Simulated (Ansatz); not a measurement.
Born–Oppenheimer molecular dynamics of Al2ClH2 (5 atoms, charge 0, multiplicity 2). It starts from a relaxed structure.

Theory: UKS PBE0-D4/def2-SVP (Ansatz).

```
ensemble        : NVT, Langevin thermostat
time step       : 0.5 fs
steps asked     : 300
set temperature : 2000 K
friction        : 0.001 /fs
seed            : 896180
```

First frame:

```xyz
5
Properties=species:S:1:pos:R:3
Al -1.322 -0.359 -1.032
Al 0.780 -0.096 0.393
Cl 1.862 1.713 0.128
H -2.853 -0.018 -0.690
H 1.533 -1.240 1.201
```

(1) How far do the bonds stretch over the last three quarters of this one trajectory? (Pairs bonded in most of those frames.)

## Answers

(1) 
```json
{"bond": "Al1–Al2", "mean (Å)": "2.577", "spread (Å)": "0.130", "shortest": "2.39", "longest": "2.79"}
{"bond": "Al1–H4", "mean (Å)": "1.616", "spread (Å)": "0.048", "shortest": "1.52", "longest": "1.72"}
{"bond": "Al2–Cl3", "mean (Å)": "2.200", "spread (Å)": "0.107", "shortest": "2.01", "longest": "2.34"}
{"bond": "Al2–H5", "mean (Å)": "1.603", "spread (Å)": "0.030", "shortest": "1.52", "longest": "1.66"}
```

Mean temperature of the second half: 1164 K. The mean temperature of the second half is 42 % below the set value. A run of 0.15 ps of so small a system gives no equilibrium averages.

Run time: 12 min on 1 CPU thread of a shared host.
